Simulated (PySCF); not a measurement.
Compound: C5H12N (doublet state).
Structure used (GFN2-xTB), in Å, numbered top down from 1:
```xyz
18
C5H12N angstrom
C     -0.4032    1.9420   -0.1733
C     -0.9006    0.6180    0.2478
C     -0.3492   -0.5664   -0.6094
C     -1.0167   -1.8740   -0.1956
N      1.0832   -0.7092   -0.4959
C      1.8155    0.3874   -1.0716
H     -0.7510    2.3494   -1.1062
H     -0.0446    2.6384    0.5618
H     -0.6428    0.4279    1.2930
H     -1.9939    0.5624    0.1542
H     -0.5683   -0.3614   -1.6633
H     -2.0885   -1.8287   -0.3702
H     -0.8443   -2.0702    0.8608
H     -0.6020   -2.6977   -0.7705
H      1.3404   -0.8452    0.4768
H      1.3394    1.3563   -0.7630
H      1.7623    0.3211   -2.1592
H      2.8557    0.3563   -0.7571
```

The hyperfine couplings belong to this conformer and change with its torsions.

The species is `[CH2]C[C@H](C)NC` [radical].

Method: UKS B3LYP, pcH-1 on C H N, non-relativistic, mean-field spin-orbit, GIAO (PySCF 2.14.0). Isolated species at its GFN2-xTB geometry (one conformer only). The geometry wasn't refined by DFT: couplings that depend on bond lengths, twists or pyramidal angles can differ widely from those at the functional's own minimum. Stability of the SCF solution: not tested.

Problem. Match the computed a_iso(13C) values +131.0, +50.1, +27.2, -24.8, +0.8 MHz with the sites C1; C2; C3; C4; C6.

Solution. 
| site | a_iso (MHz) | ρ(0) (bohr⁻³) | position | distance from C1 (Å) | spin population | largest \|T\| (MHz) |
| --- | --- | --- | --- | --- | --- | --- |
| C1 | +131.0 | +0.1165 | largest spin population | 0.00 | +0.96 | 148.8 |
| C2 | -24.8 | -0.0221 | 1 bond from C1 | 1.48 | -0.08 | 2.7 |
| C3 | +27.2 | +0.0242 | 2 bonds from C1 | 2.55 | +0.04 | 11.3 |
| C4 | +0.8 | +0.0007 | 3 bonds from C1 | 3.87 | 0.00 | 1.6 |
| C6 | +50.1 | +0.0446 | 4 bonds from C1 | 2.85 | +0.08 | 20.6 |

ρ(0) is the spin density at the nucleus and T the dipolar tensor; entries for several nuclei are means. Largest spin populations (Mulliken): C1 (+0.96), C2 (-0.08) and C6 (+0.08). No atom but C1 exceeds +0.15. The positive populations add up to 1.19 and the negative ones to -0.19, together 2S = 1. The angles at C1 add up to 355.6°, so it is nearly planar; its axial dipolar tensor and the negative couplings of its protons fit spin in a p orbital normal to that plane.

β density exceeds α density at some nuclei, such as C2 (-0.0221) and H7/H8 (-0.0115), spin density in bohr⁻³. In a single determinant that takes different orbitals for the two spins, that is spin polarisation.

Class means assume fast exchange of nuclei equivalent by connectivity; if that motion is slow, each nucleus keeps its own coupling. The three 1H nuclei of mean +2.5 MHz run from -4.3 to 8.2 MHz in the frozen geometry.
